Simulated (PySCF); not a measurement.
## Gas-phase XPS of `C[SiH-]Cl`, computed

CH4ClSi (charge -1).
Bonds: C1–Si2, Si2–Cl3. Hydrogens: H4, H5, H6 on C1; H7 on Si2.

Computed with delta-SCF UKS SCAN, pcX-2 on the ionised atom, pcseg-1 elsewhere, spin-free X2C (PySCF 2.14.0). Each binding energy is the total energy of the core-ionised species, with the hole localised on one atom, minus that of the ground state; both are solved self-consistently, so orbital relaxation is included.

Give the core binding energies atom by atom.

```tsv
atom(s)	bonded to	level	binding energy (eV)	2p1/2 (eV)	count
Cl3	Si	Cl 1s	2822.08	–	1
Si2	Cl, C and H	Si 1s	1840.51	–	1
C1	3 H and Si	C 1s	285.07	–	1
Cl3	Si	Cl 2p3/2	199.47	201.12	1
Si2	Cl, C and H	Si 2p3/2	100.66	101.30	1
```

Which photon energy gives electrons from C 1s of C1 a kinetic energy of 200 eV, and what is their de Broglie wavelength?

hν = 285.07 + 200 = 485.07 eV, recoil neglected; λ = 12.264 Å/√(E/eV) = 0.87 Å.

The 2p values aren't plain energy differences: one relaxed spin-free 2p hole is combined with a matrix within the shell (ground-state 2p orbital-energy differences and spin–orbit coupling). 2p3/2, the mean of its two sublevels, lies a third of the splitting below the shell's mean and 2p1/2 two thirds above it; the statistical areas are 2:1. 2p1/2 minus 2p3/2 (ligand field included): Si 0.64 eV, Cl 1.65 eV. The species carries charge -1, so core ionisation leaves a neutral species. The basis sets have no added diffuse functions. Geometry: PBE0-D3(BJ)/def2-SVP; no solvent, vibrations or thermal averaging. The geometry's basis has no diffuse functions, a weakness for an anion.

The run took 18 s wall on x86-64 server, one thread, on a shared host.
